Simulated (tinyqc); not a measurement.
Inside a calculation. Method: geometry optimisation on the RHF/sto-3g surface (energies and gradients from PySCF), for HF, spin multiplicity 1. One step of it, computed by the program tinyqc.

Problem. Step 2: move. Steepest descent, p = -g / 1; steps longer than 0.3 bohr are cut back.

positions after step 1 (bohr), order 1F, 2H:
$$\begin{pmatrix}
0.000000 & 0.000000 & -0.085923 \\
0.000000 & 0.000000 & 1.790456
\end{pmatrix}$$

gradient (hartree/bohr), order 1F, 2H:
$$\begin{pmatrix}
0.00000000 & 0.00000000 & -0.04607055 \\
0.00000000 & 0.00000000 & 0.04607055
\end{pmatrix}$$

Give: positions after step 2.

Solution.

positions after step 2 (bohr), order 1F, 2H:
$$\begin{pmatrix}
0.000 & 0.000 & -0.040 \\
0.000 & 0.000 & 1.744
\end{pmatrix}$$
